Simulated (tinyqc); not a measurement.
Worked calculation: UHF in the sto-3g basis, for BH, spin multiplicity 3. This run ends on a higher stationary point, not on the lowest solution. One step of it, computed by the program tinyqc.

Problem. Iteration 1: building the Fock matrix. J_ij = sum D_kl (ij|kl) with D = D(alpha) + D(beta), K_ij = sum D_kl (ik|jl) for each spin; F = H + J - K(s); E = tr D H + tr D J / 2 - 0.5 sum_s tr D(s) K(s) + E_nn.

D(alpha) at the start, order 1B 1s, 1B 2s, 1B 2px, 1B 2py, 1B 2pz, 2H 1s:
$$\begin{pmatrix}
0.863633 & 0.088257 & -0.073615 & 0.112479 & 0.011684 & -0.237369 \\
0.088257 & 0.395405 & 0.018196 & -0.247596 & 0.031768 & 0.352258 \\
-0.073615 & 0.018196 & 0.254981 & -0.273354 & 0.301697 & -0.179433 \\
0.112479 & -0.247596 & -0.273354 & 0.806028 & 0.121290 & 0.095274 \\
0.011684 & 0.031768 & 0.301697 & 0.121290 & 0.890380 & -0.064051 \\
-0.237369 & 0.352258 & -0.179433 & 0.095274 & -0.064051 & 0.700731
\end{pmatrix}$$

D(beta) at the start, order 1B 1s, 1B 2s, 1B 2px, 1B 2py, 1B 2pz, 2H 1s:
$$\begin{pmatrix}
0.195236 & 0.253896 & 0.024099 & -0.207163 & -0.008170 & 0.130389 \\
0.253896 & 0.354348 & -0.007301 & -0.168100 & 0.033941 & 0.261863 \\
0.024099 & -0.007301 & 0.064758 & -0.187552 & -0.072266 & -0.131481 \\
-0.207163 & -0.168100 & -0.187552 & 0.644492 & 0.195490 & 0.248554 \\
-0.008170 & 0.033941 & -0.072266 & 0.195490 & 0.082528 & 0.164751 \\
0.130389 & 0.261863 & -0.131481 & 0.248554 & 0.164751 & 0.439583
\end{pmatrix}$$

core Hamiltonian H = T + V (hartree), order 1B 1s, 1B 2s, 1B 2px, 1B 2py, 1B 2pz, 2H 1s:
$$\begin{pmatrix}
-12.540389 & -3.246394 & 0.000000 & 0.000000 & -0.004519 & -0.045949 \\
-3.246394 & -3.631749 & 0.000000 & 0.000000 & -0.046209 & -0.222959 \\
0.000000 & 0.000000 & -2.829812 & 0.000000 & 0.000000 & 0.000000 \\
0.000000 & 0.000000 & 0.000000 & -2.829812 & 0.000000 & 0.000000 \\
-0.004519 & -0.046209 & 0.000000 & 0.000000 & -2.850853 & -0.280198 \\
-0.045949 & -0.222959 & 0.000000 & 0.000000 & -0.280198 & -1.563056
\end{pmatrix}$$

Two-electron integrals (ij|kl) in chemists' order, unique and non-zero (hartree):
```
(11|11) 2.923513   (21|11) 0.518376   (21|21) 0.109262   (22|11) 0.744229
(22|21) 0.193177   (22|22) 0.544804   (31|31) 0.020264   (32|31) 0.029996
(32|32) 0.120346   (33|11) 0.742491   (33|21) 0.193240   (33|22) 0.544682
(33|33) 0.586773   (41|41) 0.020264   (42|41) 0.029996   (42|42) 0.120346
(43|43) 0.031630   (44|11) 0.742491   (44|21) 0.193240   (44|22) 0.544682
(44|33) 0.523513   (44|44) 0.586773   (51|51) 0.020264   (52|51) 0.029996
(52|52) 0.120346   (53|53) 0.031630   (54|54) 0.031630   (55|11) 0.742491
(55|21) 0.193240   (55|22) 0.544682   (55|33) 0.523513   (55|44) 0.523513
(55|55) 0.586773   (61|11) 0.007048   (61|21) 0.001489   (61|22) 0.002671
(61|33) 0.002657   (61|44) 0.002657   (61|51) 0.000132   (61|52) 0.000246
(61|55) 0.002700   (61|61) 0.000021   (62|11) 0.033614   (62|21) 0.008956
(62|22) 0.030118   (62|33) 0.029167   (62|44) 0.029167   (62|51) 0.000972
(62|52) 0.007148   (62|55) 0.031988   (62|61) 0.000134   (62|62) 0.003291
(63|31) 0.000601   (63|32) 0.003350   (63|53) 0.001166   (63|63) 0.000243
(64|41) 0.000601   (64|42) 0.003350   (64|54) 0.001166   (64|64) 0.000243
(65|11) 0.041883   (65|21) 0.011237   (65|22) 0.039162   (65|33) 0.037472
(65|44) 0.037472   (65|51) 0.001517   (65|52) 0.010943   (65|55) 0.042499
(65|61) 0.000171   (65|62) 0.004816   (65|65) 0.007171   (66|11) 0.219293
(66|21) 0.059060   (66|22) 0.218984   (66|33) 0.212194   (66|44) 0.212194
(66|51) 0.004515   (66|52) 0.045715   (66|55) 0.232458   (66|61) 0.000867
(66|62) 0.036096   (66|65) 0.057228   (66|66) 0.774606
```

nuclear repulsion = 1.09651308 hartree

Give: Coulomb J; exchange K(alpha); exchange K(beta); F(alpha); F(beta); total energy of this density.

Solution.

Coulomb J (hartree), order 1B 1s, 1B 2s, 1B 2px, 1B 2py, 1B 2pz, 2H 1s:
$$\begin{pmatrix}
6.3434 & 1.3789 & -0.0017 & -0.0284 & 0.0107 & 0.0190 \\
1.3789 & 3.1169 & -0.0024 & -0.1034 & 0.0791 & 0.1941 \\
-0.0017 & -0.0024 & 3.0679 & -0.0292 & 0.0138 & 0.0004 \\
-0.0284 & -0.1034 & -0.0292 & 3.1394 & 0.0208 & -0.0020 \\
0.0107 & 0.0791 & 0.0138 & 0.0208 & 3.1368 & 0.2631 \\
0.0190 & 0.1941 & 0.0004 & -0.0020 & 0.2631 & 1.9836
\end{pmatrix}$$

exchange K(alpha) (hartree), order 1B 1s, 1B 2s, 1B 2px, 1B 2py, 1B 2pz, 2H 1s:
$$\begin{pmatrix}
2.6968 & 0.6537 & -0.0527 & 0.0308 & 0.0099 & -0.0153 \\
0.6537 & 0.5971 & -0.0102 & -0.1365 & 0.0378 & 0.1154 \\
-0.0527 & -0.0102 & 0.2757 & -0.1518 & 0.1606 & -0.0261 \\
0.0308 & -0.1365 & -0.1518 & 0.5817 & 0.0710 & 0.0172 \\
0.0099 & 0.0378 & 0.1606 & 0.0710 & 0.6330 & 0.0850 \\
-0.0153 & 0.1154 & -0.0261 & 0.0172 & 0.0850 & 0.5688
\end{pmatrix}$$

exchange K(beta) (hartree), order 1B 1s, 1B 2s, 1B 2px, 1B 2py, 1B 2pz, 2H 1s:
$$\begin{pmatrix}
0.8914 & 0.4180 & 0.0163 & -0.1947 & 0.0106 & 0.0593 \\
0.4180 & 0.4297 & -0.0038 & -0.1500 & 0.0437 & 0.1088 \\
0.0163 & -0.0038 & 0.1252 & -0.1041 & -0.0452 & -0.0309 \\
-0.1947 & -0.1500 & -0.1041 & 0.4471 & 0.1181 & 0.0542 \\
0.0106 & 0.0437 & -0.0452 & 0.1181 & 0.1560 & 0.0871 \\
0.0593 & 0.1088 & -0.0309 & 0.0542 & 0.0871 & 0.3808
\end{pmatrix}$$

F(alpha) (hartree), order 1B 1s, 1B 2s, 1B 2px, 1B 2py, 1B 2pz, 2H 1s:
$$\begin{pmatrix}
-8.8938 & -2.5212 & 0.0509 & -0.0592 & -0.0037 & -0.0116 \\
-2.5212 & -1.1120 & 0.0077 & 0.0330 & -0.0049 & -0.1442 \\
0.0509 & 0.0077 & -0.0377 & 0.1226 & -0.1468 & 0.0265 \\
-0.0592 & 0.0330 & 0.1226 & -0.2720 & -0.0502 & -0.0192 \\
-0.0037 & -0.0049 & -0.1468 & -0.0502 & -0.3470 & -0.1021 \\
-0.0116 & -0.1442 & 0.0265 & -0.0192 & -0.1021 & -0.1482
\end{pmatrix}$$

F(beta) (hartree), order 1B 1s, 1B 2s, 1B 2px, 1B 2py, 1B 2pz, 2H 1s:
$$\begin{pmatrix}
-7.0884 & -2.2855 & -0.0181 & 0.1664 & -0.0044 & -0.0863 \\
-2.2855 & -0.9445 & 0.0013 & 0.0465 & -0.0108 & -0.1376 \\
-0.0181 & 0.0013 & 0.1129 & 0.0750 & 0.0590 & 0.0313 \\
0.1664 & 0.0465 & 0.0750 & -0.1374 & -0.0973 & -0.0562 \\
-0.0044 & -0.0108 & 0.0590 & -0.0973 & 0.1300 & -0.1042 \\
-0.0863 & -0.1376 & 0.0313 & -0.0562 & -0.1042 & 0.0397
\end{pmatrix}$$

total energy of this density = -19.344428 hartree
